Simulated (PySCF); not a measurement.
Compound: C₄H₅F.
Geometry (PBE0-D3(BJ)/def2-SVP, Å), atoms numbered from 1 in this order:
```xyz
10
C4H5F angstrom
C      1.4193   -0.3941    0.3301
C      0.1092    0.1399   -0.0674
C     -0.7123    0.9880   -0.5885
F     -0.9075    2.1255   -1.2073
C     -1.4029   -0.1802   -0.0354
H      1.6029   -1.3710   -0.1457
H      2.2319    0.2899    0.0470
H      1.4612   -0.5534    1.4198
H     -1.9499   -0.1078    0.9211
H     -1.8036   -0.9634   -0.7027
```

Level of theory: EOM-IP-CCSD/aug-cc-pVDZ in PySCF, restricted Hartree–Fock reference, frozen core, non-relativistic, gas phase, PBE0-D3(BJ)/def2-SVP geometry.

Hartree–Fock orbital energies give these Koopmans values (eV): HOMO 9.47, HOMO-1 11.86, HOMO-2 13.15, HOMO-3 15.40, HOMO-4 16.16, HOMO-5 16.54, HOMO-6 17.85, HOMO-7 19.34.

Q: What vertical ionisation energies does EOM-IP-CCSD give?

A: 
| leading hole (HF orbital) | Koopmans (eV) | EOM-IP-CCSD (eV) | change (eV) | one-hole share |
| --- | --- | --- | --- | --- |
| HOMO | 9.47 | 9.28 | -0.19 | 0.97 |
| HOMO-1 | 11.86 | 11.09 | -0.77 | 0.96 |
| HOMO-2 | 13.15 | 11.96 | -1.19 | 0.96 |
| HOMO-3 | 15.40 | 14.38 | -1.02 | 0.95 |
| HOMO-4 | 16.16 | 15.06 | -1.10 | 0.95 |
| HOMO-5 | 16.54 | 15.18 | -1.36 | 0.94 |
| HOMO-6 | 17.85 | 15.96 | -1.89 | 0.94 |
| HOMO-7 | 19.34 | 16.76 | -2.58 | 0.93 |

Q: Does the order of the lines follow the orbital energies?

A: Yes, no two lines change places. The corrections run from -2.58 to -0.19 eV, with a mean of -1.26 eV over the 8 lines; no line lies above its Koopmans value. Koopmans values leave out both the relaxation of the orbitals and the change in correlation energy.

Q: At what kinetic energies would He I light (21.22 eV) eject these electrons?

A: 11.94 eV (HOMO), 10.13 eV (HOMO-1), 9.26 eV (HOMO-2), 6.84 eV (HOMO-3), 6.16 eV (HOMO-4), 6.04 eV (HOMO-5), 5.26 eV (HOMO-6), 4.46 eV (HOMO-7).

Lines less than 0.15 eV apart could change places at a higher level. One root was sought for each valence orbital with −ε under 21 eV, eight at most, so deeper holes and satellites are missing; no vibrational structure.
